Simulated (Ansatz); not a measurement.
A calculation with Ansatz (development build ahead of 0.2.0).

```yaml
crystal:
  periodic: [false, false, false]
  atoms:
    - { symbol: C, position_ang: [0.0, 0.0, 0.0] }
    - { symbol: Mg, position_ang: [0.0, 4.1576, 3.1902] }
    - { symbol: Mg, position_ang: [0.0, -4.1576, 3.1902] }
basis:
  gaussian: { orbitals: pcseg-2 }
total_charge: 1
magnetization:
  spin_polarized: true
  initial_magnetization: 3
hamiltonian:
  xc: r2scan
```

The input is written out in the form of the current development build from the run's settings.

Results

* Converged: yes
* Total energy: -437.66776 hartree
* Spin squared of the determinant: 3.758
* Stability test: minimum

Caution: charge can spread falsely over distant fragments; other spin multiplicities may lie lower.
